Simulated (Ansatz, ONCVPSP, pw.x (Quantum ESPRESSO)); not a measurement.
B (Z = 5): does the ONCV potential hold in the solid?

| Property | Result |
| --- | --- |
| Element | boron (B) |
| Generator | ONCVPSP 4.0.1.1 (patched build) |
| Type | optimised norm-conserving Vanderbilt (ONCV) |
| Functional | PBEsol |
| Relativity | scalar-relativistic |
| Frozen core | [He] |
| Valence charge | 3 |
| Reference configuration | 2s2 2p1 |
| Partial waves | 2s: rc 1.35 bohr, ncon 5, nbas 9, qcut 4.9 1/bohr, local; 2p: rc 3.95 bohr, ncon 3, nbas 8, qcut 3.3 1/bohr, 2 projectors, debl 2.6 Ha; d scattering state at 0.45 Ha: rc 3.25 bohr, ncon 4, nbas 7, qcut 3.5 1/bohr, 2 projectors, debl 1.8 Ha |
| Local potential | the s channel |
| Core correction | none |

Atomic tests: cutoffs needed: 12 Ha and 45 Ha (the cutoffs (Ha) at which the residual kinetic energy of the hardest occupied pseudo-wave falls to 1 and 0.1 mHa per electron); ghost test: no bound ghost flagged; no localised positive-energy state flagged; largest excitation error: +835 meV (all-electron minus pseudo) for 2s1 2p0, out of 4 test configurations.

Crystal test: bcc B in pw.x 7.5, no spin, 18³ k-points, Fermi–Dirac smearing 0.01 Ry, cutoffs 105/420 Ry. The reference is all-electron LAPW (Ansatz 0.2.0) with the same functional, mesh and smearing; V0 and B0 come from Birch–Murnaghan fits to the pressures at five volumes. Errors are pseudo minus all-electron; Δ is the rms difference of the E(V) curves that follow from these fits, minima aligned, over ±6 % about the mean V0. Mesh and smearing are coarse, so the numbers serve the comparison and aren't converged zero-temperature values; the lattice is a test structure that the element need not adopt.

All-electron: a0 = 2.298 Å (V0 = 6.07 Å³/atom), B0 = 237.8 GPa.

Problem. How far does the potential miss the all-electron equation of state?

Solution. converged, but broken (pressure over 100 GPa off). The pressure does not cross zero within the volumes sampled, so no fit is given. The largest radius (3.95 bohr) exceeds half the bond length (1.88 bohr), so the spheres overlap, which is one possible source of error among others. The pseudo pressure rises with volume over the whole range, a mechanical instability. A pressure error of this size marks a broken potential; the numbers have no physical meaning.

```json
{"V (Å³/atom)": "5.793", "P all-electron (GPa)": "12.35", "P pseudo (GPa)": "-145.13"}
{"V (Å³/atom)": "5.946", "P all-electron (GPa)": "5.20", "P pseudo (GPa)": "-142.57"}
{"V (Å³/atom)": "6.098", "P all-electron (GPa)": "-1.07", "P pseudo (GPa)": "-136.31"}
{"V (Å³/atom)": "6.250", "P all-electron (GPa)": "-6.52", "P pseudo (GPa)": "-127.28"}
{"V (Å³/atom)": "6.403", "P all-electron (GPa)": "-11.24", "P pseudo (GPa)": "-116.25"}
```

Problem. At the middle volume, how do free energy and pressure move when the wave cutoff is lowered (ecutrho kept at four times it)?

Solution.

```tsv
cutoff (Ry)	shift of F (meV/atom)	shift of P (GPa)
47	+4.3	-0.14
63	+1.4	+0.02
84	+0.9	+0.06
```

The run at the middle volume (195 k-points, 6 iterations) took about 17 s on one core of a shared host (Neoverse-N1, 64 threads, 124 GiB, load 56).
